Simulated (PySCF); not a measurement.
**MgF and its ions**

PBE0; PySCF, no relativity, basis sets Mg pcseg-2, F pcseg-2. Neutral (UKS): doublet (σ ↑), Re = 1.767 Å, ωe = 700 cm⁻¹, De = 4.42 eV, HOMO -5.77 eV, LUMO -2.66 eV.

MgF⁺ (UKS): singlet (closed shell), Re = 1.704 Å, ωe = 819 cm⁻¹, De = 3.97 eV to Mg⁺ + F. The energies at the minima are -299.80288 hartree for MgF and -299.50929 for MgF⁺.

(1) Work out the adiabatic ionisation energy, without and with harmonic zero-point energies (1 hartree = 27.2114 eV, 1 eV = 8065.5 cm⁻¹), and the change of the bond length.

For an ion De counts to the pair picked by the measured ionisation energies or electron affinities, which need not be the lowest pair at this level. States were picked by a PBE0 search and need not be the measured ground states.

Results:

(1) At PBE0: 0.29359 hartree = 7.989 eV between the minima; the zero-point term (819.0 − 700.0)/2 cm⁻¹ = +0.007 eV makes it 7.996 eV. Re changes by -6.3 pm against the neutral. The electron leaves a σ orbital; in so polar a molecule the change of length follows mostly from the change of the ionic charges.
